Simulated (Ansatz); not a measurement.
`FC(F)C(Cl)Cl`. Charge 0, multiplicity 1.

```tsv
atom	x (Å)	y (Å)	z (Å)
F1	-1.254	-1.030	-0.746
C2	0.006	-0.664	-0.434
F3	0.666	-0.459	-1.592
C4	-0.034	0.640	0.354
Cl5	1.610	1.168	0.698
Cl6	-0.962	0.402	1.832
H7	0.492	-1.469	0.124
H8	-0.525	1.412	-0.236
```

(1) Give the diagnostics of a CCSD(T)/def2-TZVPP run (frozen core, Ansatz 0.2.0). (Estimate.)

Results:

(1) The calculation gave: T1 = 0.0107, largest single amplitude 0.014, largest double 0.031, (T) share of the correlation energy 3.7 %, 9 CCSD cycles. The RHF solution is stable towards an unrestricted one. T1 lies under the customary mark of 0.02 for closed shells.
